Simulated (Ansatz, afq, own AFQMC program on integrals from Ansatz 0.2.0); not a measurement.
## SiP, quartet: AFQMC among the cluster methods

```xyz
2

Si    0.0000    0.0000    0.0000
P     0.0000    0.0000    2.6280
```

Basis 6-31G. Noble-gas cores (and the filled d shells of Ga–Kr and In–Xe) are frozen. AFQMC by an in-house program on the Cholesky factors that Ansatz 0.2.0 writes for its CCSD(T) run. ph-AFQMC/CISD is guided by a CISD state made of CCSD amplitudes; releasing the constraint for a short imaginary time cuts its bias at the price of noise, slowly where states lie close. Uncertainties: one standard error, sampling alone.

Determinant: ROHF, the one that the program's search chose, which needn't be the lowest solution. The geometry is a point of a scan.

Full CI on the same integrals is exact in this basis and with this determinant's frozen core.

Cautions: lower spins were not checked.

The T1 diagnostic is 0.0284. The weight of the determinant in the CISD state is 0.896 and the size of the correlated space is 9 electrons in 16 orbitals.

Reference: full CI, correlation energy -2.118 eV. The released energy is read at 2.40 1/Eh (meV from the phaseless value at times in 1/Eh: -0.5 ± 1.9 at 0.24, -3.5 ± 1.7 at 0.51, -5.3 ± 1.2 at 0.99, -7.9 ± 1.1 at 1.62, -7.2 ± 1.2 at 2.40).

| level | E − E(reference) (meV) | share of correlation (%) |
| --- | --- | --- |
| HF | 2117.6 | 0.00 |
| MP2 | 678.2 | 67.97 |
| CCSD | 74.6 | 96.48 |
| CCSD(T) | 27.3 | 98.71 |
| CCSDT | 5.0 | 99.76 |
| CCSDT(Q) | 1.2 | 99.94 |
| CCSDTQ | 0.2 | 99.99 |
| ph-AFQMC/CISD | 14.6 ± 2.0 | 99.31 |
| released AFQMC | 7.4 ± 1.2 | 99.65 |

CCSDT and higher add their correlation energy to the determinant of the CCSD(T) run, since their own runs factorise the integrals more tightly (a shift of under 2 meV). A walk keeps the symmetry of its determinant, which the program's search chose and which needn't be the lowest solution, so a lower state of the same spin and another symmetry isn't excluded. Released energies are given only where the last usable release times agree within the noise; a slower fall can still hide under it.
